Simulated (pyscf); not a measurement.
Single points on ωB97X-D3(BJ)/def2-SVP structures (PySCF, gas phase).

**Question.** hydrogen fluoride (HF) + F–Mo(F)(F)(F)(F)–Cl -> F–Mo(F)(F)(F)(F)–F + hydrogen chloride (HCl)
Surface: singlet. Broken: F–H, Cl–Mo. Formed: F–Mo, Cl–H. Give ΔE‡ and ΔE from HF/def2-TZVP, relative to the separated reactants.

**Answer.** ΔE‡ = 31.8 kcal/mol, ΔE = -10.5 kcal/mol. ωB97M-D3(BJ)/def2-TZVP gives 16.4 kcal/mol and -8.3 kcal/mol. Zero-point energy shifts the barrier by -0.2 kcal/mol. It is a four-centre exchange, with an imaginary mode of 622i cm⁻¹. This is the saddle that the search found; another between the same sides may lie lower. Elements past Kr carry the def2 core potentials, without spin-orbit coupling.
